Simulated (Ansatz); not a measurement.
Ideal-gas functions of BClH$_{3}$N (`NBCl`) at 500 K and 1 bar, from an Ansatz frequency run at PBE0-D4/def2-TZVP.

Molar mass 63.3 g/mol, point group Cs (symmetry number 1), electronic degeneracy 1, moments of inertia 9.732, 92.02, 101.753 u Å². Harmonic wavenumbers (cm⁻¹, unscaled): 351, 548, 611, 709, 889, 932, 1138, 1360, 1629, 2668, 3618, 3722.

Use S(trans) = R[1.5 ln M + 2.5 ln T − 1.1517]; rotational temperatures θ = 24.2544 K / I; S(rot) = R[ln(√π/σ · √(T³/θAθBθC)) + 1.5]; for each mode x = 1.438777 ν̃/T, S = R[x/(eˣ − 1) − ln(1 − e⁻ˣ)] and H = RT x/(eˣ − 1); 1 cm⁻¹ = 0.0119627 kJ/mol; R = 8.31446 J/(mol·K).

Question: By hand: the entropy, in J/(mol·K).

Answer: Translation 171.3. Rotation: θ = 2.4922, 0.2636, 0.2384 K, giving 102.4. Vibration, mode by mode: 8.58, 5.34, 4.62, 3.69, 2.46, 2.23, 1.39, 0.83, 0.44, 0.03, 0.00, 0.00, in all 29.6. Electronic 0.0. Sum 303.3 J/(mol·K).

Question: By hand: H − E and G − E in kJ/mol, counted from the electronic energy.

Answer: Zero-point energy ½ × 18175 × 0.0119627 = 108.7; thermal vibration 9.7; translation, rotation and pV give 4 RT = 16.6. H − E = 135.0 kJ/mol, and G − E = 135.0 − 500 × 303.3/1000 = -16.7 kJ/mol.

Vibration gives 10 % of the entropy. The sum counts one conformer and one mirror image; others add a mixing term.
